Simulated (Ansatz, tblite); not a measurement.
**The cluster Si₂S₂−: a ladder of methods and basis sets, part 1 of 2**

Aim: run the doublet of the cluster Si₂S₂− at one geometry on many levels, and compare frontier levels, spin and run time.

The runs use Ansatz 0.2.0, Gaussian basis; as each input shows.

Levels to be run: GFN1-xTB, GFN2-xTB, PBE-D4/def2-TZVPD, r2SCAN-D4/def2-TZVPD, BHLYP-D4/def2-TZVPD, B2PLYP/def2-TZVPD, PBE-QIDH/def2-TZVPD, LC-ωPBE/def2-TZVPD, r2SCANh-D4/def2-TZVPD, PBE-D4/def2-SVPD, PBE0-D4/def2-SVPD, HF/6-31G, B3LYP-D4/6-31G, CCSD(T)/def2-TZVPPD, MP2/def2-TZVPD, RPA/def2-TZVPD.

## 1. The relaxed structure

The geometry is that of the doublet, from an earlier relaxation (PBE0-D4/def2-TZVPD). At that level it is the lowest of the isomers that a small search found.

4 atoms, charge -1, spin multiplicity 2.

Bond lengths: Si1–S3 2.188 Å, Si1–S4 2.188 Å, Si2–S3 2.188 Å, Si2–S4 2.188 Å. Angles: S3–Si1–S4 92.0°, S3–Si2–S4 92.0°, Si1–S3–Si2 88.0°, Si1–S4–Si2 88.0°.

As a file:

```csv
atom,x (Å),y (Å),z (Å)
Si1,-0.1375,1.5138,-0.0250
Si2,0.1375,-1.5136,0.0249
S3,-1.5669,-0.1430,-0.0395
S4,1.5669,0.1428,0.0396
```

The ion is computed in the gas phase, without counter-ions or solvent.

PBE0-D4/def2-TZVPD was run before; its log isn't repeated, and its numbers join the tables.

## 2. GFN1-xTB

Tight binding, by tblite at 300 K electronic temperature and without a spin-polarisation term:

```python
tblite.interface.Calculator('GFN1-xTB', numbers, positions, charge=-1, uhf=1).singlepoint()
```

Energy -307.1277 eV; 0.013 s.

## 3. GFN2-xTB

Tight binding, by tblite at 300 K electronic temperature and without a spin-polarisation term:

```python
tblite.interface.Calculator('GFN2-xTB', numbers, positions, charge=-1, uhf=1).singlepoint()
```

Energy -275.9011 eV; 0.015 s.

## 4. PBE-D4/def2-TZVPD

start.molden holds the orbitals of an earlier run on this state, given as this run's starting guess.

Contents of in.yaml:

```yaml
crystal:
  periodic: [false, false, false]
  atoms:
    - {symbol: Si, position_ang: [-0.137470, 1.513833, -0.024961]}
    - {symbol: Si, position_ang: [0.137454, -1.513632, 0.024898]}
    - {symbol: S, position_ang: [-1.566870, -0.143036, -0.039526]}
    - {symbol: S, position_ang: [1.566886, 0.142836, 0.039579]}
basis:
  gaussian: {orbitals: def2-TZVPD, initial_orbitals: start.molden}
total_charge: -1
magnetization: {spin_polarized: true, initial_magnetization: 1}
hamiltonian: {xc: pbe, dispersion: d4}
scf: {omitted_lower_state_checks: [starts]}
output: {orbitals: {seedname: orbitals}}
```

Run with:

```sh
> ansatz run in.yaml --threads 4 --pin off --events-out ev --progress --plain --max-ram 3916MiB
```

What it wrote:

```text
Functional definition: PBE
  name "PBE"
  cite "Perdew, Burke & Ernzerhof, Phys. Rev. Lett. 77, 3865 (1996) doi:10.1103/PhysRevLett.77.3865"
  parent pbe
  parameter kappa = 0.804
  parameter beta = 0.06672455060314922
  exchange = pbe_x(kappa = kappa, mu = beta*pi^2/3)
  correlation = pbe_c(beta = beta)
these checks for a lower state are left out or cut short: starts
1136 factors; their error is unknown
mean field evaluation 1: about -37413.0908 eV, gradient 9.4e0 eV
mean field evaluation 2: about -37413.1925 eV, gradient 1.7e-1 eV
mean field evaluation 4: about -37413.1857 eV, gradient 1.3e-3 eV
mean field evaluation 8: about -37413.1857 eV, gradient 1.7e-5 eV
mean field -37413.18573622 eV, -1374.9092162381 hartree, gradient 1.7e-5 eV, S^2 0.760977; 0 other end points of the search recorded, 0 dependent functions left out
reference -37413.18577939 eV, -1374.9092178246 hartree; 31, 30 occupied and 147, 148 virtual orbitals, 1136 factors
Total energy: -37413.44639744 eV, -1374.9187953611 hartree
Checks for a lower state left out: starts
```

Wall time 4.2 s (4 threads of Intel Xeon at 2.50GHz, shared host).

HOMO 0.58 eV, LUMO 1.47 eV (over both spins); ⟨S²⟩ 0.761 (pure: 0.75). Doubts: highest occupied level lies above zero.

## 5. r2SCAN-D4/def2-TZVPD

in.yaml, as its differences from that of step 4:

```diff
@@ -11,3 +11,3 @@
 magnetization: {spin_polarized: true, initial_magnetization: 1}
-hamiltonian: {xc: pbe, dispersion: d4}
+hamiltonian: {xc: r2scan, dispersion: d4}
 scf: {omitted_lower_state_checks: [starts]}
```

Launched as before.

What it wrote:

```text
Functional definition: r2SCAN
  name "r2SCAN"
  cite "Furness, Kaplan, Ning, Perdew & Sun, J. Phys. Chem. Lett. 11, 8208 (2020) doi:10.1021/acs.jpclett.0c02405"
  cite "Furness, Kaplan, Ning, Perdew & Sun, J. Phys. Chem. Lett. 11, 9248 (2020) doi:10.1021/acs.jpclett.0c03077"
  parent r2scan
  parameter k0 = 0.174
  parameter k1 = 0.065
  parameter a1 = 4.9479
  exchange = r2scan_x(k0 = k0, k1 = k1, a1 = a1)
  correlation = r2scan_c
these checks for a lower state are left out or cut short: starts
1136 factors; their error is unknown
mean field evaluation 1: about -37427.3120 eV, gradient 6.7e0 eV
mean field evaluation 2: about -37427.3500 eV, gradient 8.2e-2 eV
mean field evaluation 4: about -37427.3306 eV, gradient 3.0e-4 eV
mean field evaluation 8: about -37427.3306 eV, gradient 1.0e-5 eV
mean field -37427.33063432 eV, -1375.4290316554 hartree, gradient 1.0e-5 eV, S^2 0.776509; 0 other end points of the search recorded, 0 dependent functions left out
reference -37427.33066519 eV, -1375.4290327897 hartree; 31, 30 occupied and 147, 148 virtual orbitals, 1136 factors
Total energy: -37427.38029462 eV, -1375.4308566378 hartree
Checks for a lower state left out: starts
```

Run time: 9 s. Hardware: 4 threads of Intel Xeon at 2.50GHz, shared host.

HOMO 0.32 eV, LUMO 1.75 eV (over both spins); ⟨S²⟩ 0.777 (pure: 0.75). Doubts: highest occupied level lies above zero.

## 6. BHLYP-D4/def2-TZVPD

in.yaml, as its differences from that of step 5:

```diff
@@ -11,3 +11,3 @@
 magnetization: {spin_polarized: true, initial_magnetization: 1}
-hamiltonian: {xc: r2scan, dispersion: d4}
+hamiltonian: {xc: {name: BHLYP}, dispersion: d4}
 scf: {omitted_lower_state_checks: [starts]}
```

Launched as before.

What it wrote:

```text
Functional definition: BHLYP
  name "BHLYP"
  cite "Becke, J. Chem. Phys. 98, 1372 (1993) doi:10.1063/1.464304"
  cite "Becke, Phys. Rev. A 38, 3098 (1988) doi:10.1103/PhysRevA.38.3098"
  cite "Lee, Yang & Parr, Phys. Rev. B 37, 785 (1988) doi:10.1103/PhysRevB.37.785"
  parameter a = 0.5
  exchange = (1 - a)*b88_x + a*exact_x
  correlation = lyp_c
these checks for a lower state are left out or cut short: starts
1316 factors; their error is unknown
mean field evaluation 1: about -37429.4138 eV, gradient 7.9e0 eV
mean field evaluation 2: about -37429.4918 eV, gradient 1.4e-1 eV
mean field evaluation 4: about -37429.6428 eV, gradient 5.0e-4 eV
mean field evaluation 8: about -37429.6428 eV, gradient 2.1e-5 eV
mean field -37429.64275877 eV, -1375.5140006616 hartree, gradient 2.1e-5 eV, S^2 0.773735; 0 other end points of the search recorded, 0 dependent functions left out
reference -37429.64290743 eV, -1375.5140061249 hartree; 31, 30 occupied and 147, 148 virtual orbitals, 1316 factors
Total energy: -37430.06442488 eV, -1375.5294966053 hartree
Checks for a lower state left out: starts
```

It took 8.5 s on 4 threads of Intel Xeon at 2.50GHz, shared host; peak memory 0.68 GiB.

Report: HOMO -0.58 eV, LUMO 3.10 eV (over both spins); ⟨S²⟩ 0.774 (pure: 0.75).

## 7. B2PLYP/def2-TZVPD

in.yaml, as its differences from that of step 6:

```diff
@@ -11,4 +11,3 @@
 magnetization: {spin_polarized: true, initial_magnetization: 1}
-hamiltonian: {xc: {name: BHLYP}, dispersion: d4}
+hamiltonian: {xc: {name: B2PLYP}}
 scf: {omitted_lower_state_checks: [starts]}
-output: {orbitals: {seedname: orbitals}}
```

Same command.

What it wrote, shortened:

```text
Functional definition: B2PLYP
  name "B2PLYP"
  cite "Grimme, J. Chem. Phys. 124, 034108 (2006) doi:10.1063/1.2148954"
  cite "Becke, Phys. Rev. A 38, 3098 (1988) doi:10.1103/PhysRevA.38.3098"
  cite "Lee, Yang & Parr, Phys. Rev. B 37, 785 (1988) doi:10.1103/PhysRevB.37.785"
[...]
1086 factors; integrals over basis functions are off by at most 1.4e-3 eV
[...]
mean field -37411.47558087 eV, -1374.8463691880 hartree, gradient 7.2e-6 eV, S^2 0.779910; 0 other end points of the search recorded, 0 dependent functions left out
20 core orbitals not correlated: weight in the atoms' cores, before any rotation towards them, 1.000 or more for the frozen orbitals, at most 0.000 for the correlated occupied ones
reference -37411.47571875 eV, -1374.8463742549 hartree; 11, 10 occupied and 147, 148 virtual orbitals, 1086 factors
second order -19.07181105 eV of doubles, -0.00000000 eV of singles
Total energy: -37416.62510773 eV, -1375.0356108097 hartree
Checks for a lower state left out: starts
```

Wall time 9 s (4 threads of Intel Xeon at 2.50GHz, shared host).

⟨S²⟩ 0.780 (pure: 0.75).

## 8. PBE-QIDH/def2-TZVPD

in.yaml, as its differences from that of step 7:

```diff
@@ -11,3 +11,3 @@
 magnetization: {spin_polarized: true, initial_magnetization: 1}
-hamiltonian: {xc: {name: B2PLYP}}
+hamiltonian: {xc: {name: PBE-QIDH}}
 scf: {omitted_lower_state_checks: [starts]}
```

Launched as before.

What it wrote, shortened:

```text
Functional definition: PBE-QIDH
  name "PBE-QIDH"
  cite "Brémond, Sancho-García, Pérez-Jiménez & Adamo, J. Chem. Phys. 141, 031101 (2014) doi:10.1063/1.4890314"
  cite "Perdew, Burke & Ernzerhof, Phys. Rev. Lett. 77, 3865 (1996) doi:10.1103/PhysRevLett.77.3865"
[...]
1086 factors; integrals over basis functions are off by at most 1.4e-3 eV
[...]
mean field -37400.63216678 eV, -1374.4478810700 hartree, gradient 6.2e-6 eV, S^2 0.794675; 0 other end points of the search recorded, 0 dependent functions left out
20 core orbitals not correlated: weight in the atoms' cores, before any rotation towards them, 1.000 or more for the frozen orbitals, at most 0.000 for the correlated occupied ones
reference -37400.63218118 eV, -1374.4478815994 hartree; 11, 10 occupied and 147, 148 virtual orbitals, 1086 factors
second order -17.39649568 eV of doubles, -0.00000000 eV of singles
Total energy: -37406.43101307 eV, -1374.6609847409 hartree
Checks for a lower state left out: starts
```

It took 9.5 s on 4 threads of Intel Xeon at 2.50GHz, shared host.

From the report: ⟨S²⟩ 0.795 (pure: 0.75).

## 9. LC-ωPBE/def2-TZVPD

in.yaml, as its differences from that of step 8:

```diff
@@ -11,3 +11,4 @@
 magnetization: {spin_polarized: true, initial_magnetization: 1}
-hamiltonian: {xc: {name: PBE-QIDH}}
+hamiltonian: {xc: {name: LC-wPBE}}
 scf: {omitted_lower_state_checks: [starts]}
+output: {orbitals: {seedname: orbitals}}
```

Launched as before.

What it wrote, shortened:

```text
Functional definition: LC-wPBE
  name "LC-wPBE"
  cite "Vydrov & Scuseria, J. Chem. Phys. 125, 234109 (2006) doi:10.1063/1.2409292"
  cite "Heyd & Scuseria, J. Chem. Phys. 120, 7274 (2004) doi:10.1063/1.1668634"
  cite "Ernzerhof & Perdew, J. Chem. Phys. 109, 3313 (1998) doi:10.1063/1.476928"
  cite "Perdew, Burke & Ernzerhof, Phys. Rev. Lett. 77, 3865 (1996) doi:10.1103/PhysRevLett.77.3865"
  parent pbe
[...]
1136 factors; their error is unknown
394 factors; integrals over basis functions are off by at most 1.3e-4 eV
[...]
mean field -37417.92648105 eV, -1375.0834353971 hartree, gradient 1.6e-5 eV, S^2 0.790895; 0 other end points of the search recorded, 0 dependent functions left out
reference -37417.92648106 eV, -1375.0834353973 hartree; 31, 30 occupied and 147, 148 virtual orbitals, 1136 factors
Total energy: -37417.92648106 eV, -1375.0834353973 hartree
Checks for a lower state left out: starts
```

Run time: 12 s. Hardware: 4 threads of Intel Xeon at 2.50GHz, shared host; peak memory 0.67 GiB.

From the report: HOMO -2.13 eV, LUMO 4.02 eV (over both spins); ⟨S²⟩ 0.791 (pure: 0.75).

## 10. r2SCANh-D4/def2-TZVPD

in.yaml, as its differences from that of step 9:

```diff
@@ -11,3 +11,3 @@
 magnetization: {spin_polarized: true, initial_magnetization: 1}
-hamiltonian: {xc: {name: LC-wPBE}}
+hamiltonian: {xc: {name: r2SCANh}, dispersion: d4}
 scf: {omitted_lower_state_checks: [starts]}
```

Launched as before.

What it wrote, shortened:

```text
Functional definition: r2SCANh
  name "r2SCANh"
  cite "Bursch, Neugebauer, Ehlert & Grimme, J. Chem. Phys. 156, 134105 (2022) doi:10.1063/5.0086040"
  cite "Furness, Kaplan, Ning, Perdew & Sun, J. Phys. Chem. Lett. 11, 8208 (2020) doi:10.1021/acs.jpclett.0c02405"
  cite "Furness, Kaplan, Ning, Perdew & Sun, J. Phys. Chem. Lett. 11, 9248 (2020) doi:10.1021/acs.jpclett.0c03077"
  parent r2scan
[...]
1136 factors; their error is unknown
[...]
mean field -37427.08632010 eV, -1375.4200532735 hartree, gradient 1.7e-5 eV, S^2 0.779128; 0 other end points of the search recorded, 0 dependent functions left out
reference -37427.08634795 eV, -1375.4200542967 hartree; 31, 30 occupied and 147, 148 virtual orbitals, 1136 factors
Total energy: -37427.14252708 eV, -1375.4221188420 hartree
Checks for a lower state left out: starts
```

Wall time 12 s (4 threads of Intel Xeon at 2.50GHz, shared host); peak memory 0.72 GiB.

HOMO 0.06 eV, LUMO 2.04 eV (over both spins); ⟨S²⟩ 0.779 (pure: 0.75). Doubts: highest occupied level lies above zero.

(Continued in part 2 of 2.)
